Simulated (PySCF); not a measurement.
O: ionisation energy

O [He] 2s2 2p4 (3P) → O⁺ [He] 2s2 2p3 (4S), as a difference of total energies. Calculation: PySCF 2.14, in dyall-acv3z (15s9p4d2f, 76 functions); scalar relativity by spin-free X2C-1e. Correlated levels: valence and next inner shell: nothing frozen; virtual orbitals above 40 to 60 times the deepest correlated orbital energy dropped. The calculations carry no spin-orbit coupling.

```tsv
method	ionisation energy (eV)
UHF	12.010
MP2 (valence and next inner shell)	13.340
SCS-MP2 (valence and next inner shell)	13.437
CCSD (valence and next inner shell)	13.374
CCSD(T) (valence and next inner shell)	13.425
```

**Question.** How much does correlation contribute at CCSD(T) (valence and next inner shell)?

**Answer.** 13.425 − (12.010) = 1.415 eV, measured against UHF.

A first-order spin-orbit estimate (lowest level to lowest level, LS coupling) adds 0.010 eV.

Errors of the correlated levels include the incompleteness of this basis.

For comparison: 13.618 eV (measured; NIST Atomic Spectra Database, ionization energies).
